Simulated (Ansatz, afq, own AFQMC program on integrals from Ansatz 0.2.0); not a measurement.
AFQMC on a folder of integrals that Ansatz 0.2.0 wrote.

```yaml
crystal:
  periodic: [false, false, false]
  atoms:
    - {symbol: Si, position_ang: [0.000000, -0.072893, 2.362290]}
    - {symbol: Al, position_ang: [0.000000, -0.023905, -2.482830]}
    - {symbol: H, position_ang: [0.000000, 2.671024, 0.639379]}
basis:
  gaussian: {orbitals: 6-31G}
magnetization: {spin_polarized: false, initial_magnetization: 2}
correlation: {method: ccsd_t, electrons: outside_noble_gas, hamiltonian_folder: ham}
```

```sh
$ ansatz run in.yaml --threads 1 --pin off --events-out ev --progress --plain --max-ram 24576MiB --backend cuda --devices 0, --max-vram 18GiB
```

afq runs on the folder ham with

```
--method free --trial cisd --walkers 20 --time-step 0.01 --max-blocks 120 --target-error 0.00136 --factor-cut 1e-05 --seed 7154 --times 0.0,0.4,0.8,1.6,2.4 --taylor-order 4
```

Times are imaginary, in 1/Eh. The walk had a cap of 60 s.

Output of the walk:

```
orbitals 18  electrons 5 3  factors 87 of 313
reference energy -531.10555179 Eh
CCSD correlation -0.13492418 Eh in 43 cycles, weight of the determinant in the CISD state 0.4972
repeat  energy at the last time / Eh  error
    10  -531.242203  0.001804
    20  -531.242868  0.001378
    30  -531.244675  0.001300
time / (1/Eh)  energy / Eh  error  mean overlap
  0.00  -531.238588  0.000614  1.9778
  0.40  -531.239817  0.000528  1.9949
  0.80  -531.241948  0.000917  1.9631
  1.60  -531.242983  0.000914  1.9391
  2.40  -531.244582  0.001258  1.9513
energy -531.244582 +/- 0.001258 Eh
```

The run passed its tests (error under three times the target), which doesn't prove that it has relaxed.

Against this walk (error 34.2 meV) on the same determinant: CCSD(T) 94.6 meV lower, CCSDT(Q) 132.5 meV lower, CCSDTQ 133.2 meV lower, full CI 138.0 meV lower. The error is statistical, and a free projection of finite length keeps a remainder of its start. The projection is still falling at its last time (meV from the last point: 163 ± 17 at 0.00, 130 ± 14 at 0.40, 72 ± 25 at 0.80, 43 ± 25 at 1.60, 0 ± 34 at 2.40), so its energy is a cut-off value, and the gaps above aren't errors of the other methods. Full CI is exact here, so the walk's 138 meV above it is the walk's own error: what remains of the start. The determinant is a poor start (see the cautions), so the low cluster orders aren't to be relied on, and full CI is the sure value.

Cautions: remainder of the start not in the error; lower spins were not checked; a spin-contaminated unrestricted determinant lies lower (UHF 2.19 eV lower, ⟨S²⟩ 2.95); the search met a lower determinant of the same kind, perhaps of another symmetry (502 meV lower), and this one is a saddle point; strong correlation (T1 0.181, weight of the determinant 0.50, largest double 0.28); the CCSD(T) amplitudes may be one of several solutions (largest double 0.28); the CCSDT(Q) amplitudes may be one of several solutions (largest double 0.40); the CCSDTQ amplitudes may be one of several solutions (largest double 0.42); so few walkers bias the energy.

The walk took 8.3 s on 1 × NVIDIA H100 80GB HBM3 with 2 threads of AMD EPYC 7R13 Processor (Zen 3), with other jobs on the host (the card was shared). The log's last line is the free-projection energy.

CCSDT and higher add their correlation energy to the determinant of the CCSD(T) run, since their own runs factorise the integrals more tightly (a shift of under 2 meV). A walk keeps the symmetry of its determinant, which the program's search chose and which needn't be the lowest solution, so a lower state of the same spin and another symmetry isn't excluded.
